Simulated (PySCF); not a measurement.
# Vibration and rotation of AlO

BLYP constants of AlO, ²Σ⁺ (doublet), unpaired electrons σ ↑ (Al pcseg-1, O pcseg-1; no relativity (PySCF 2.14); masses 26.9815 and 15.9949 u):

```
ωe           : 927.4 cm⁻¹
ωexe         : 6.27 cm⁻¹
Be           : 0.61237 cm⁻¹
αe           : 0.00529 cm⁻¹
De to Al + O : 5.39 eV
```

Problem. What force constant and bond length do these constants imply?

Solution. Reduced mass μred = 10.042 u; k = 5.8918×10⁻⁷·μred·ωe² (u, cm⁻¹, mdyn/Å) = 5.09 mdyn/Å; Re = √(16.8576/(μred·Be)) (u, cm⁻¹, Å) = 1.656 Å.

Problem. Estimate the centrifugal constant D from the Kratzer relation and find the Dunham coefficient a1.

Solution. D = 4Be³/ωe² = 1.07e-06 cm⁻¹; a1 = −1 − αeωe/(6Be²) = -3.18.

The state is the lowest determinant that a PBE0 search found; another state may lie lower at other levels.
